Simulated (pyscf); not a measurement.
`[OH][SiH2][OH]` + `[OH][SiH3]` → `[OH][SiH2][O][SiH2][OH]` + `[H][H]` (four-centre exchange; singlet surface; H–O, H–Si broken, O–Si, H–H formed). Single points on ωB97X-D3(BJ)/def2-SVP structures (PySCF, gas phase). Energies in eV from the separated reactants.

```
level                   barrier  reaction energy
----------------------  -------  ---------------
PBE/def2-TZVP              1.14            -0.99
r²SCAN/def2-TZVP           1.14            -1.17
B3LYP-D3(BJ)/def2-TZVP     1.26            -1.16
M06-2X/def2-TZVP           1.25            -1.28
ωB97M-D3(BJ)/def2-TZVP     1.25            -1.13
HF/def2-TZVP               2.22            -0.99
```

The functionals in the table span 0.12 eV in this barrier, from PBE to B3LYP-D3(BJ). On the reactant side the descent ends in a complex (not fully relaxed), 0.31 eV under the separated species and 1.52 eV under the saddle at ωB97X-D3(BJ)/def2-TZVP. One saddle was located; it need not be the lowest between these sides.
